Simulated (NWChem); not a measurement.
Species: acetamide (C₂H₅NO); SMILES CC(N)=O

```xyz
9

C      0.0571     1.3980     0.0085
C     -0.1236    -0.1050     0.0445
N      1.0226    -0.8297    -0.0771
O     -1.2078    -0.6256     0.1979
H      0.9623     1.7193    -0.5265
H      0.1107     1.7754     1.0417
H     -0.8282     1.8438    -0.4618
H      0.9572    -1.8375    -0.0199
H      1.9286    -0.4033    -0.1975
```
Atoms are numbered in this order, from 1.

Results from NWChem. Coordinates come from a PBE0/def2-SVP optimisation. Level: PBE0/def2-SVP with SMD (1 M gas to 1 M solution), gas-phase geometry.

For solvent water:

```yaml
solvation free energy (kcal/mol): -8.6
cavity-dispersion-structure term (kcal/mol): 3.6
dipole in solution (D): 5.20
```

Q: How do the values read with solvent n-hexane instead?

A: 
| Property | Result |
|---|---|
| solvation free energy (kcal/mol) | -4.2 |
| cavity-dispersion-structure term (kcal/mol) | -0.7 |
| dipole in solution (D) | 4.17 |
